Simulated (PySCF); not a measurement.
Spectrum to structure. Theory: PySCF, TDDFT CAM-B3LYP/def2-SVPD, vertical, gas phase, core orbitals frozen in the response. Geometries: PBE0-D3(BJ)/def2-SVP, one conformer each.

```
state  λ (nm)       f
   S1   194.2   0.096
   S2   189.8  0.0061
   S3   173.0  0.0025
   S4   170.3   0.021
   S5   156.1  0.0054
   S6   153.8  0.0008
   S7   149.5   0.437
   S8   146.7  0.0069
   S9   143.5  0.0020
  S10   141.6   0.016
```

Triplets computed (Tamm–Dancoff): 4.26, 5.27, 5.58, 6.36 eV.

Question: Which candidate is it? All have the formula C4H5NO.
A. `Cc1cnoc1`
B. `CC(=O)CC#N`
C. `N#CC[C@@H]1CO1`
D. `C#CC(=O)NC`
E. `N#C[C@H]1CCO1`

Answer: A. Its S1 lies at 6.39 eV; the nearest of the others has S1 at 6.75 eV. S1 is HOMO→LUMO (92%). Löwdin shares by element: HOMO carbon 54% or more, nitrogen 18%, oxygen 9% (atoms not listed hold the other 18%); LUMO carbon 37% or more, nitrogen 24%, oxygen 17% (atoms not listed hold the other 22%). At the same level the other candidates give, for their lowest levels:
- `C#CC(=O)NC`: 245 nm (f 0.000); 209 nm (f 0.000); 201 nm (f 0.108); 192 nm (f 0.102); 182 nm (f 0.000); T1 4.61 eV; HOMO -9.13, LUMO 0.15 eV
- `CC(=O)CC#N`: 273 nm (f 0.000); 169 nm (f 0.015); 166 nm (f 0.003); 160 nm (f 0.020); 159 nm (f 0.027); T1 3.98 eV; HOMO -9.55, LUMO -0.06 eV
- `N#CC[C@@H]1CO1`: 163 nm (f 0.000); 156 nm (f 0.010); 155 nm (f 0.002); 152 nm (f 0.002); 148 nm (f 0.019); T1 6.28 eV; HOMO -10.09, LUMO 1.02 eV
- `N#C[C@H]1CCO1`: 184 nm (f 0.004); 172 nm (f 0.001); 166 nm (f 0.013); 160 nm (f 0.005); 155 nm (f 0.005); T1 6.04 eV; HOMO -9.73, LUMO 0.79 eV
